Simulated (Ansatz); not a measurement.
**BSiN (triplet): from Hartree-Fock to the top rungs, cc-pVDZ**

One table from this session's results is given with a row withheld; the runs are named, their logs left out.

Computed with Ansatz 0.2.0, Gaussian basis. Level: cc-pVDZ, core rule «outside noble gas», up to 7 orbitals frozen.

To be run: UHF; CCSD(T) on ROHF; CCSD(T) on UHF; BCCD(T) on ROHF; CISD as a restricted active space (open shells left free, so some higher excitations enter); CCSDT(Q) on ROHF; CCSDT(Q) on UHF; CASSCF and MRCISD+Q, 10 electrons in 11 orbitals; CASSCF and NEVPT2, 10 electrons in 11 orbitals.

31 further runs of the same task are left out: 6 for a known fault of the program, 11 that didn't finish, 14 set aside as unsound or not needed. Runs told in other sessions of the task aren't counted.

### The system

The geometry is a PBE0/def2-TZVP stationary point (not a proven minimum).

3 atoms, charge 0, spin multiplicity 3.

Atoms are counted from 1 here; the program's logs count them from 0.

Bond lengths: B1–N2 1.274 Å, N2–Si3 1.674 Å. Angles: B1–N2–Si3 180.0°.

Set-up of the first run:

Input file in.yaml:

```yaml
crystal:
  periodic: [false, false, false]
  atoms:
    - {symbol: B, position_ang: [0.000000, 0.000000, -1.407767]}
    - {symbol: N, position_ang: [0.000000, 0.000000, -0.133267]}
    - {symbol: Si, position_ang: [0.000000, 0.000000, 1.541033]}
basis:
  gaussian: {orbitals: cc-pVDZ}
magnetization: {spin_polarized: true, initial_magnetization: 2}
hamiltonian: {xc: hf}
output: {orbitals: {seedname: orbitals}}
```

Run with:

```
ansatz run in.yaml --threads 1 --pin off --events-out ev --progress --plain --max-ram 2393MiB
```

Among the steps run: UHF; CCSD(T) on ROHF; CCSD(T) on UHF; BCCD(T) on ROHF; CISD as a restricted active space (open shells left free, so some higher excitations enter); CCSDT(Q) on ROHF; CCSDT(Q) on UHF; CASSCF and MRCISD+Q, 10 electrons in 11 orbitals; CASSCF and NEVPT2, 10 electrons in 11 orbitals.

One table of the session follows, with a row left open; its other results are not shown here.

| method | from UCCSDT(Q) (meV) |
| --- | --- |
| ROHF | +8612.6 |
| UHF | +8270.3 |
| RMP2 | +1032.7 |
| UMP2 | +1138.1 |
| CISD | +1236.0 |
| RCCSD | +434.1 |
| UCCSD | +421.8 |
| RCCSD(T) | ? |
| UCCSD(T) | +77.0 |
| BCCD(T) | +68.9 |
| RCCSDT | +37.4 |
| UCCSDT | +36.9 |
| RCCSDT(Q) | +5.4 |
| UCCSDT(Q) | 0 |
| CASSCF valence | +5199.6 |
| NEVPT2 valence | +1136.5 |
| MRCISD valence | +485.2 |
| MRCISD+Q valence | +131.4 |

Estimate the missing values for RCCSD(T).

**Answer.** from UCCSDT(Q) (meV): +65.7. In the column «from UCCSDT(Q) (meV)» it lies between RCCSDT (+37.4) and BCCD(T) (+68.9).

With the free atoms at the same levels and basis (separate runs), the atomisation energy is 8.409 eV at UCCSDT(Q), 8.373 eV at RCCSD(T), 8.358 eV at UCCSD(T), 5.852 eV at ROHF.

Caveats from the session: Restricted and unrestricted rows rest on different reference determinants; a gap between their highest levels can come from leftover correlation error, from unlike frozen cores or from another state.
